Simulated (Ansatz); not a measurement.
bcc Ta was calculated with PBEsol (plane waves, PAW; Ansatz, a program for electronic structure).

Numerical settings: plane-wave cutoff 500 eV, 16×8×1 k mesh (along the axes of the cell as run), Fermi–Dirac smearing 0.1 eV, scalar-relativistic PAW data made under PBE.

**Question.** Predict the surface energy of the (210) face and work function of the (210) face.

**Answer.** 
surface energy of the (210) face: 2.82 J/m²
work function of the (210) face: 4.18 eV

The slab of 20 atoms is relaxed and unreconstructed.

Spin–orbit coupling is not included.
